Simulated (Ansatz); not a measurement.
## Cubic perovskite CsSnBr₃: smallest direct gap on the k points sampled by level of theory

No measured value is used here.

| level (code) | value (eV) | cell (Å³/atom) |
|---|---|---|
| LDA+SOC (Ansatz) | 0.04 | 38.92 |
| BLYP (Ansatz) | 0.55 | 38.92 |
| PBE+SOC (Ansatz) | [?] | 40.99 |
| B3LYP (VWN-RPA form) (Ansatz) | 1.36 | 38.92 |
| HSE06+SOC (Ansatz) | 0.42 | 38.92 |
| Hartree–Fock (Ansatz) | 5.26 | 38.92 |
| G0W0@PBEsol (Ansatz) | 1.10 | 38.92 |

Problem. Complete the blanks.

Solution. 
- PBE+SOC (Ansatz, a first-principles code), value (eV): 0.29

Computed values are for a static lattice. Spin–orbit coupling is included only where a level's name says +SOC; with heavier elements it mostly lowers gaps and can invert bands.  PBE+SOC: the relaxation could not lower the start's symmetry, so the cell can be a saddle point above a distorted one. G0W0@PBEsol: filled d or f shells below the valence bands can shift G0W0 gaps through exchange with them, which wasn't tested here. Values are at a fixed cell, not relaxed at this level and not confirmed as the measured one; PBE+SOC at the level's own equilibrium cell. Cutoffs and k meshes differ between the levels. Ansatz's density-functional and Hartree–Fock values are scalar-relativistic unless marked +SOC, with PAW data made under PBE.
